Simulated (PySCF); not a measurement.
Geometry (Å), atoms numbered from 1 in this order:
```xyz
8

O     1.083    1.078    0.830
C     0.952    0.067    0.190
C    -0.383   -0.372   -0.323
O    -1.395    0.510    0.026
H     1.815   -0.584   -0.050
H    -0.299   -0.482   -1.416
H    -0.573   -1.384    0.071
H    -0.968    1.216    0.533
```

- NMR shieldings at PBE0/pcSseg-2/GIAO
- PBE0-D3(BJ)/def2-TZVP geometry
- code: PySCF
- in vacuum, fast rotation and ring inversion assumed for equivalent nuclei, one conformer, relativity neglected

Task: List the cross peaks expected in HSQC, COSY and HMBC spectra.

Result: 

HSQC (one-bond C–H):
```csv
δH,δC
10.22 (H5),214.4 (C2)
4.50 (H6/H7),76.8 (C3)
```

COSY cross peaks (H two or three bonds apart, from the bond graph; peaks can be absent where the dihedral angle is near 90°):
```csv
δH,δH
10.22 (H5),4.50 (H6/H7)
```

HMBC (two and three bonds, from the bond graph):
```csv
δH,δC
10.22 (H5),76.8 (C3)
4.50 (H6/H7),214.4 (C2)
```

Referencing at the same level of theory: ¹H (31.52 ppm) and ¹³C (186.03 ppm) against TMS.

Exchangeable OH/NH protons stand at their gas-phase positions; hydrogen bonding in a real sample shifts them, mostly to higher δ. Shifts are as computed. Against solution values, carbons near 30 ppm lie about +3 ppm off and those near 130 ppm about +9 ppm. Of 1211 compounds with measured shifts, 218 miss one by over three times the rms of a fit or turn the order of signals round; such compounds aren't used in these exercises.
